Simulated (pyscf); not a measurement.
Single points on ωB97X-D3(BJ)/def2-SVP structures (PySCF, gas phase).

Q: What is the homolytic dissociation enthalpy (298 K, ωB97M-D3(BJ)/def2-TZVP) of the O–Si bond of HO–GaH–O–SiH₃, to •O–GaH–OH + SiH₃•?

A: O–Si to •O–GaH–OH + SiH₃•: 531.3 kJ/mol. The 7 functionals that were run give +501.6 (PBE) to +538.2 kJ/mol (M06-2X). The radicals are drawn with the spin at the cut bond; how far it spreads was not checked. •O–GaH–OH lies 160.7 kJ/mol over its isomer [HO–Ga–OH]•, and others may lie lower still (electronic energy, ωB97M-D3(BJ)). Elements up to Kr have no core potential and no relativistic terms here.
